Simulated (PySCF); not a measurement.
H3N, SMILES N. Atoms are numbered in the order given.

```xyz
4

N      0.0000     0.0000     0.1179
H     -0.8179    -0.4722    -0.2751
H      0.0000     0.9445    -0.2751
H      0.8179    -0.4722    -0.2751
```
Charge 0, spin multiplicity 1.

Coordinates come from a PBE-D3(BJ)/def2-TZVPD optimisation.

Two levels are set side by side: PBE/pcSseg-2 (PySCF) and PBE0/pcSseg-2 (PySCF). GIAO shifts against NH3 (¹⁵N), TMS (¹H) at the same level; non-relativistic, no solvent, atoms listed together averaged. Differences are taken from unrounded values.

| quantity | PBE0 | PBE | PBE minus PBE0 |
|---|---|---|---|
| δ(¹⁵N) of N1 (ppm) | 3.3 | 3.5 | 0.2 |
| δ(¹H) of H2, H3, H4 (ppm) | 0.24 | 0.04 | -0.20 |

Rough cost on one machine, each run with all the roots and properties that it gave: PBE0 against PBE within a factor of 2.
